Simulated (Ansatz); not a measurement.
## bcc V

Method: BLYP (Ansatz, a first-principles code, PAW).

Numerical settings: plane-wave cutoff 520 eV, 26×26×26 k mesh, Fermi–Dirac smearing 0.05 eV, no spin polarisation, scalar-relativistic PAW data made under PBE.

Cell (relaxed at this level):

V has the cubic space group Im-3m (No. 229), the bcc (W type) structure, Pearson symbol cI2. Conventional cell: a = 3.025 Å, b = 3.025 Å, c = 3.025 Å, α = 90.00°, β = 90.00°, γ = 90.00°. V on 2a is surrounded by 8 V at 2.620 Å and 6 V at 3.025 Å. (Neighbours: up to the widest gap in distance over summed covalent radii, below 1.35, at either atom.)
(The calculation used a cell of 1 atom; values per cell refer to that cell.)

```
Quantity                                           Result
------------------------------------------  -------------
bulk modulus                                      169 GPa
band gap                                    zero (no gap)
pressure derivative B′ of the bulk modulus            3.9
```

Measured, for comparison: bulk modulus 161 GPa (corrected for temperature and zero-point phonon effects, our sources range from 159 to 166; as tabulated in Levämäki et al. (2014), arXiv:1402.3671). Computed (rounded) less measured: bulk modulus +5 % (+2 % to +6 % over the range).

The computed numbers hold no vibrational or temperature effects.

Cost on a shared machine: around 60 core-seconds (rough).
